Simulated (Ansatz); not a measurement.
Consider the atomization: `COC=C(O)O` → 3 C• + 6 H• + 3 O•.

Gas-phase electronic energies from Ansatz, PBE0-D4/def2-TZVP geometries. CBS: MP2 limit from def2 TZ/QZ plus the TZ coupled-cluster correction, frozen cores. This one scheme is used for every species, atoms too. Functionals use def2-TZVPP. Open shells (•) are unrestricted, without spin–orbit coupling. Spin–orbit coupling would lower the free atoms: a little for C, O. One conformer a species, not always the lowest.

| level | ΔE (kJ/mol) |
| --- | --- |
| PBE-D4 | 5018.4 |
| ωB97X-V | 4847.9 |
| PBE0 | 4851.9 |
| HF/def2-TZVPP | 3317.5 |

Q: What does CCSD(T)/CBS give? (Best estimate.)

A: Ansatz gave: +4843.3 kJ/mol. The listed levels differ from it by 175.1, 4.6, 8.6, -1525.8 kJ/mol.

Largest T1 diagnostic among the species: 0.012.

From PBE to PBE0 (25 % exact exchange), in def2-TZVPP and without D4, ΔE moves by −146.5 kJ/mol: exact exchange takes away binding that semilocal exchange gives to molecules. In def2-TZVPP, CCSD(T) changes the Hartree–Fock value by +1388.8 kJ/mol (the triples alone add +91.8 kJ/mol) and MP2 by +1519.1 kJ/mol; breaking electron pairs costs correlation energy, which Hartree–Fock lacks.

For atomizations the MP2-based limit and the directly extrapolated one differ by several kJ/mol either way, and by 10 to 25 for some Ge, Se and Sn compounds, so smaller differences from it don't rank the levels.
